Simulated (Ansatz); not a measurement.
A nudged elastic band was laid between two geometries of C$_{2}$H$_{4}$OS (8 atoms, charge 0, multiplicity 1).

The calculation used RKS BLYP/cc-pVDZ in Ansatz.

```
movable images  : 7
climbing image  : yes
spring          : 5.0 eV/Å²
optimiser       : quadratic models (default)
start path      : IDPP
force threshold : 0.05 eV/Å
iteration limit : 60
end points      : relaxed
```

Image 0:

```xyz
8
Properties=species:S:1:pos:R:3
C 0.143 0.973 -0.063
C -0.072 -0.516 -0.202
O -0.070 -1.120 1.015
S -0.290 -1.355 -1.623
H 1.105 1.165 0.458
H -0.656 1.409 0.574
H 0.147 1.468 -1.048
H -0.215 -2.081 0.835
```

Image 8:

```xyz
8
Properties=species:S:1:pos:R:3
C 0.119 0.805 -0.055
C -0.109 -0.658 -0.396
O -0.136 -1.500 0.680
S -0.319 -1.261 -1.922
H 1.078 0.931 0.496
H -0.694 1.179 0.607
H 0.148 1.424 -0.967
H 0.006 -0.976 1.502
```

Problem. What changes between the two ends?

Solution. No bond is made or broken. The dihedral S4–C2–O3–H8 goes from 0 to 180°.

Problem. Give the energies along the band, and the barrier.

Solution. The forces met the threshold. The highest image is number 4 of 0 to 8, 16.0 kcal/mol above the first end and 9.4 kcal/mol above the last; the last end lies 6.6 kcal/mol above the first. A vibrational analysis at the climbing image gives one clearly imaginary mode, 647i cm⁻¹: a first-order saddle point.

```
image  path coordinate (Å)  energy (kcal/mol)  dihedral S4–C2–O3–H8 (°)
    0                 0.00                0.0                         0
    1                 0.28                2.1                        17
    2                 0.56                7.5                        41
    3                 0.84               13.4                        68
    4                 1.12               16.0                        95
    5                 1.38               14.1                       120
    6                 1.64               10.2                       143
    7                 1.91                7.3                       165
    8                 2.17                6.6                       180
```

Problem. What is the geometry of the highest image?

Solution. 
```xyz
8
Properties=species:S:1:pos:R:3
C 0.240 0.870 -0.054
C -0.289 -0.522 -0.327
O -0.613 -1.211 0.841
S -0.562 -1.162 -1.824
H 1.202 0.801 0.503
H -0.464 1.406 0.617
H 0.397 1.444 -0.983
H 0.180 -1.684 1.170
```

Problem. What are the harmonic wavenumbers there?

Solution. 647i, 153, 367, 435, 471, 701, 921, 954, 1077, 1157, 1233, 1328, 1400, 1403, 2934, 2989, 3082, 3605 cm⁻¹.

Run time: 2.1 min on 1 thread of Arm Neoverse V2, with other jobs on the host, peak memory 0.11 GiB.
